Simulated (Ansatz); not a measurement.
in.yaml

```yaml
crystal:
  periodic: [false, false, false]
  atoms:
    - {symbol: Si, position_ang: [0.000000, 0.064094, 1.005387]}
    - {symbol: Si, position_ang: [0.000000, -0.004642, -1.094839]}
    - {symbol: H, position_ang: [0.000000, -0.381837, 2.430212]}
    - {symbol: H, position_ang: [0.000000, -1.274751, 0.062301]}
basis:
  gaussian: {orbitals: 6-31G}
total_charge: 1
magnetization: {spin_polarized: true, initial_magnetization: 1}
hamiltonian: {xc: {name: BLYP}}
```

```sh
$ ansatz run in.yaml --threads 1 --pin off --events-out ev --progress --plain --max-ram 4096MiB --backend cpu
```

**Question.** Roughly how long does this take on 1 thread of AMD EPYC 7R13, shared host, and how much host memory?

**Answer.** 1.1 s wall and 0.29 GiB.

```
344 factors; integrals over basis functions are off by at most 2.1e-4 eV
mean field evaluation 1: about -15773.4983 eV, gradient 9.5e0 eV
mean field evaluation 2: about -15773.3144 eV, gradient 1.0e1 eV
mean field evaluation 4: about -15774.4235 eV, gradient 1.2e0 eV
mean field evaluation 8: about -15774.4385 eV, gradient 1.4e-2 eV
mean field evaluation 16: about -15772.5312 eV, gradient 5.0e0 eV
mean field -15774.43852403 eV, -579.6999234597 hartree, gradient 5.7e-6 eV, S^2 0.751325; 3 other end points of the search recorded, 0 dependent functions left out
reference -15774.43879444 eV, -579.6999333972 hartree; 15, 14 occupied and 15, 16 virtual orbitals, 344 factors
Total energy: -15774.43879444 eV, -579.6999333972 hartree
```
